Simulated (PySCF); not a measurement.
Carbon tetrachloride, CCl4, SMILES ClC(Cl)(Cl)Cl, singlet (CAM-B3LYP/def2-SVP optimised geometry):

```
5

Cl    -1.182    -1.672     1.448
C     -0.591    -0.836     0.000
Cl    -1.182    -1.672    -1.448
Cl    -1.182     0.836     0.000
Cl     1.182    -0.836     0.000
```

Method: PySCF with CAM-B3LYP/def2-TZVP.

What are the frontier orbital energies and the dipole moment?

HOMO-2 -10.46 eV, HOMO-1 -10.46 eV, HOMO -10.46 eV, LUMO -0.32 eV, LUMO+1 1.08 eV; dipole moment 0.00 D.

On the same geometry PySCF with PBE/def2-TZVP gives HOMO-2 -7.61 eV, HOMO-1 -7.61 eV, HOMO -7.61 eV, LUMO -2.64 eV, LUMO+1 -1.27 eV; dipole moment 0.00 D.

Meta-Löwdin charges at CAM-B3LYP/def2-TZVP: Cl1 -0.02, C2 0.07, Cl3 -0.02, Cl4 -0.02, Cl5 -0.02.
